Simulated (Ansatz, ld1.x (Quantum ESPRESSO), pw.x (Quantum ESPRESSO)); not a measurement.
What a changed setting does to a pw.x run (fcc O)

Potential: PAW, ld1.x (Quantum ESPRESSO) 7.5, PBEsol; core [He], reference 2s2 2p2; waves: 2s (bound): rcut 0.80, rcutus 0.95 bohr; 2s channel at -2.85 Ry: rcut 0.80, rcutus 0.95 bohr; 2p (bound): rcut 1.00, rcutus 1.05 bohr; 2p channel at -2.55 Ry: rcut 1.00, rcutus 1.05 bohr; local part: all-electron potential smoothed inside 0.90 bohr (lloc = -1); core correction: Bessel-smoothed model core, default radius (core density twice the valence density); augmentation: PSQ, radius 0.65 bohr.

The reference run (k-mesh 18³, cutoffs 100/900 Ry, Fermi–Dirac 0.01 Ry, mixing_beta 0.4, conv_thr 1e-9, no spin) gives 0.80 GPa at 7.524 Å³/atom, where all-electron LAPW gives 0.20 GPa. This run, with its own iteration cap, changes nspin = 2 with starting_magnetization to 0.5.

```
&control
  calculation='scf', prefix='x', pseudo_dir='./', outdir='./tmp', tstress=.true., disk_io='none'
/
&system
  ibrav=0, nat=1, ntyp=1, ecutwfc=100, ecutrho=900, nbnd=10,
  occupations='smearing', smearing='fd', degauss=0.01, nspin=2, starting_magnetization(1)=0.5
/
&electrons
  conv_thr=1e-09, mixing_beta=0.4, electron_maxstep=60
/
ATOMIC_SPECIES
O 1.0 O.UPF
CELL_PARAMETERS angstrom
  0.00000000 1.55527168 1.55527168
  1.55527168 0.00000000 1.55527168
  1.55527168 1.55527168 0.00000000
ATOMIC_POSITIONS crystal
O 0.0000 0.0000 0.0000
K_POINTS automatic
18 18 18 0 0 0
```

```bash
pw.x < O.scf.in > O.scf.out
```

Question: How does the run end?

Answer: It converges in 10 iterations; the free energy moves by -40.8 meV/atom and the pressure by +19.61 GPa.

```
Message from routine setup:
     using ibrav=0 with symmetry is DISCOURAGED, use correct ibrav instead
     lattice parameter (alat)  =       4.1564  a.u.
     unit-cell volume          =      50.7745 (a.u.)^3
     number of electrons       =         6.00
     number of Kohn-Sham states=           10
     kinetic-energy cutoff     =     100.0000  Ry
     charge density cutoff     =     900.0000  Ry
     scf convergence threshold =      1.0E-09
     Exchange-correlation= SLA  PW   PSX  PSC
     atomic species   magnetization
     number of k points=   195  Fermi-Dirac smearing, width (Ry)=  0.0100
     iteration #  1     ecut=   100.00 Ry     beta= 0.40
     total energy              =     -40.78985064 Ry
     estimated scf accuracy    <       1.02378291 Ry
     total magnetization       =     1.70 Bohr mag/cell
     absolute magnetization    =     1.70 Bohr mag/cell
     iteration #  2     ecut=   100.00 Ry     beta= 0.40
     total energy              =     -40.81144610 Ry
     estimated scf accuracy    <       0.11873066 Ry
     total magnetization       =     1.77 Bohr mag/cell
     absolute magnetization    =     1.77 Bohr mag/cell
     iteration #  3     ecut=   100.00 Ry     beta= 0.40
     total energy              =     -40.83355728 Ry
     estimated scf accuracy    <       0.00220074 Ry
     total magnetization       =     1.74 Bohr mag/cell
     absolute magnetization    =     1.74 Bohr mag/cell
     iteration #  4     ecut=   100.00 Ry     beta= 0.40
     total energy              =     -40.83730693 Ry
     estimated scf accuracy    <       0.00179261 Ry
     total magnetization       =     1.49 Bohr mag/cell
     absolute magnetization    =     1.49 Bohr mag/cell
     iteration #  5     ecut=   100.00 Ry     beta= 0.40
     total energy              =     -40.83660407 Ry
     estimated scf accuracy    <       0.00064344 Ry
     total magnetization       =     1.49 Bohr mag/cell
     absolute magnetization    =     1.49 Bohr mag/cell
     iteration #  6     ecut=   100.00 Ry     beta= 0.40
     total energy              =     -40.83826151 Ry
     estimated scf accuracy    <       0.00001300 Ry
     total magnetization       =     1.32 Bohr mag/cell
     absolute magnetization    =     1.32 Bohr mag/cell
     iteration #  7     ecut=   100.00 Ry     beta= 0.40
     total energy              =     -40.83831193 Ry
     estimated scf accuracy    <       0.00000268 Ry
     total magnetization       =     1.28 Bohr mag/cell
     absolute magnetization    =     1.28 Bohr mag/cell
     iteration #  8     ecut=   100.00 Ry     beta= 0.40
     total energy              =     -40.83831841 Ry
     estimated scf accuracy    <       0.00000083 Ry
     total magnetization       =     1.26 Bohr mag/cell
     absolute magnetization    =     1.26 Bohr mag/cell
     iteration #  9     ecut=   100.00 Ry     beta= 0.40
     total energy              =     -40.83833389 Ry
     estimated scf accuracy    <          3.9E-09 Ry
     total magnetization       =     1.28 Bohr mag/cell
     absolute magnetization    =     1.28 Bohr mag/cell
     iteration # 10     ecut=   100.00 Ry     beta= 0.40
     the Fermi energy is     5.7940 ev
!    total energy              =     -40.83833397 Ry
     estimated scf accuracy    <          2.2E-10 Ry
     smearing contrib. (-TS)   =      -0.00408015 Ry
     The total energy is F=E-TS. E is the sum of the following terms:
     one-electron contribution =      -1.32371097 Ry
     hartree contribution      =       4.83014032 Ry
     xc contribution           =     -11.01697398 Ry
     ewald contribution        =     -28.07977668 Ry
     one-center paw contrib.   =      -5.24393251 Ry
     total magnetization       =     1.28 Bohr mag/cell
     absolute magnetization    =     1.28 Bohr mag/cell
     convergence has been achieved in  10 iterations
          total   stress  (Ry/bohr**3)                   (kbar)     P=      204.17
     Message from routine punch:
     Nothing written, as per user request (disk_io='none')
```

The run took about 45 s on one core of a shared host (Neoverse-V2, 96 threads, 742 GiB, load 35).
